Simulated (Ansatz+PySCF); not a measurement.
Values are calculated unless marked as measured or tabulated.
**Several solutions for singlet LiF**

| atom | x (Å) | y (Å) | z (Å) |
| --- | --- | --- | --- |
| Li | 0.0000 | 0.0000 | -3.4469 |
| F | 0.0000 | 0.0000 | 1.1490 |

Basis set: cc-pVDZ (spherical functions). Charge 0, multiplicity 1.

UHF was run from several starts with Ansatz (development build ahead of 0.2.0) and PySCF 2.14.0.

```json
{"run": "A", "program": "PySCF", "start": "guess atom, instabilities followed", "converged": "yes", "energy (hartree)": "-106.80793", "<S²>": "1.00"}
{"run": "B", "program": "PySCF", "start": "guess huckel, instabilities followed", "converged": "yes", "energy (hartree)": "-106.80793", "<S²>": "1.00"}
{"run": "C", "program": "Ansatz", "start": "stability test followed", "converged": "yes", "energy (hartree)": "-106.80793", "<S²>": "1.00"}
{"run": "D", "program": "Ansatz", "start": "atomic start, no search", "converged": "yes", "energy (hartree)": "-106.72766", "<S²>": "0.00"}
{"run": "E", "program": "PySCF", "start": "program defaults", "converged": "yes", "energy (hartree)": "-106.72766", "<S²>": "0.00"}
{"run": "F", "program": "PySCF", "start": "guess minao, instabilities followed", "converged": "yes", "energy (hartree)": "-106.80793", "<S²>": "1.00"}
{"run": "G", "program": "Ansatz", "start": "search for the lowest state", "converged": "yes", "energy (hartree)": "-106.80793", "<S²>": "1.00"}
{"run": "H", "program": "PySCF", "start": "guess 1e, instabilities followed", "converged": "yes", "energy (hartree)": "-106.80793", "<S²>": "1.00"}
```

(1) Which runs reached the lowest solution of this kind, and what is wrong with the others?

Answers

(1) A, B, C, F, G, H reached the lowest solution found. Converged but too high: D by 2.18 eV, E by 2.18 eV. Convergence only shows a stationary point, and even a stable one can lie too high; stability tests and further starts are what find lower ones. Caution: the unrestricted determinant is a mixture of spin states.
